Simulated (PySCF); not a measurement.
## Core-level binding energies of `N#C[C@@H]1C=C1Cl`

Compound: C₄H₂ClN.
Geometry (GFN2-xTB, Å), atoms numbered from 1 in this order:
```
atom  x, y, z in Å
N1    -2.3589   -0.7159   -0.9773
C2    -1.4418   -0.4708   -0.3370
C3    -0.3060   -0.1650    0.4662
C4     0.5760    1.0261    0.1027
C5     1.0702   -0.1446   -0.1614
Cl6    2.2714   -1.1497   -0.7343
H7    -0.4207   -0.4563    1.5081
H8     0.6188    2.0856    0.1084
```

Theory: PySCF 2.14.0, delta-SCF UKS SCAN, pcX-2 on the ionised atom, pcseg-1 elsewhere, spin-free X2C. Each binding energy is the total energy of the core-ionised species, with the hole localised on one atom, minus that of the ground state; both are solved self-consistently, so orbital relaxation is included.

Question: What binding energy does each computed site have?

Answer: 
```json
{"atom(s)": "Cl6", "bonded to": "C", "level": "Cl 2p3/2", "binding energy (eV)": "207.54", "2p1/2 (eV)": "209.20", "above the level's lowest (eV)": "0.00", "count": "1"}
{"atom(s)": "C4", "bonded to": "C (double bond), C and H", "level": "C 1s", "binding energy (eV)": "291.71", "2p1/2 (eV)": "–", "above the level's lowest (eV)": "0.00", "count": "1"}
{"atom(s)": "C2", "bonded to": "N (triple bond) and C", "level": "C 1s", "binding energy (eV)": "292.15", "2p1/2 (eV)": "–", "above the level's lowest (eV)": "+0.44", "count": "1"}
{"atom(s)": "C3", "bonded to": "3 C and H", "level": "C 1s", "binding energy (eV)": "292.83", "2p1/2 (eV)": "–", "above the level's lowest (eV)": "+1.12", "count": "1"}
{"atom(s)": "C5", "bonded to": "Cl, C (double bond) and C", "level": "C 1s", "binding energy (eV)": "293.12", "2p1/2 (eV)": "–", "above the level's lowest (eV)": "+1.41", "count": "1"}
{"atom(s)": "N1", "bonded to": "C (triple bond)", "level": "N 1s", "binding energy (eV)": "404.92", "2p1/2 (eV)": "–", "above the level's lowest (eV)": "0.00", "count": "1"}
{"atom(s)": "Cl6", "bonded to": "C", "level": "Cl 1s", "binding energy (eV)": "2830.18", "2p1/2 (eV)": "–", "above the level's lowest (eV)": "0.00", "count": "1"}
```

The listed C 1s values span 1.41 eV, from C4 (bonded to C (double bond), C and H) to C5 (bonded to Cl, C (double bond) and C). The widest gap between neighbouring values is 0.68 eV, between 292.15 and 292.83 eV. Summing the Pauling electronegativity differences to the bonded atoms, each weighted by its formal bond order, gives -0.35 for the lowest site and +0.61 for the highest; the largest sum, +1.47, belongs to C2, 0.97 eV below the top.

Question: Which photon wavelength matches the Cl 2p3/2 of Cl6 threshold?

Answer: λ = hc/E = 12398.42 eV Å / 207.54 eV = 59.740 Å.

Question: Which photon energy gives electrons from Cl 2p3/2 of Cl6 a kinetic energy of 20 eV, and what is their de Broglie wavelength?

Answer: hν = 207.54 + 20 = 227.54 eV, recoil neglected; λ = 12.264 Å/√(E/eV) = 2.74 Å.

Spin–orbit coupling isn't in the SCF: each 2p doublet comes from a relaxed spin-free hole plus a matrix of the shell (mean-field spin–orbit coupling and the ground-state 2p splitting), with 2p3/2 averaged over its two sublevels. 2p1/2 minus 2p3/2 (ligand field included): Cl 1.65 eV. Isolated species at its GFN2-xTB geometry, gas phase.
